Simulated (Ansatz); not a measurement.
# HNSi: the cost of one run

Computed with Ansatz 0.2.0 (DFT B3LYP, Gaussian basis cc-pV(T+d)Z, unless a step's input says otherwise).

## Step 1: The structure to begin with

Bond lengths: Si1–N2 1.550 Å, N2–H3 1.000 Å. Angles: Si1–N2–H3 179.4°.

Structure file:

```xyz
3

Si    0.0000    0.0000    0.0000
N     0.0000    0.0000    1.5500
H     0.0000    0.0100    2.5500
```

## Step 2: Relaxing the atoms: HNSi

File input.yaml:

```yaml
relax:
  f_tol: 0.001
  max_steps: 200
crystal:
  periodic: [false, false, false]
  atoms:
    - { symbol: Si, position_ang: [0.0, 0.0, 0.0] }
    - { symbol: "N", position_ang: [0.0, 0.0, 1.55] }
    - { symbol: H, position_ang: [0.0, 0.01, 2.55] }
basis:
  gaussian: { orbitals: "cc-pV(T+d)Z.json" }
hamiltonian:
  xc: { name: B3LYP }
accuracy: high
```

On the command line:

```sh
$ ansatz run input.yaml --threads 2 --pin off --max-ram 4096MiB --backend cpu --events-out ev --progress --plain --runs-dir out
```

Q: Estimate wall time and peak memory on 2 threads of Intel Xeon Platinum 8259CL at 2.50GHz (Skylake/Cascade Lake), shared host.

About 21 s, with a peak of 0.19 GiB.
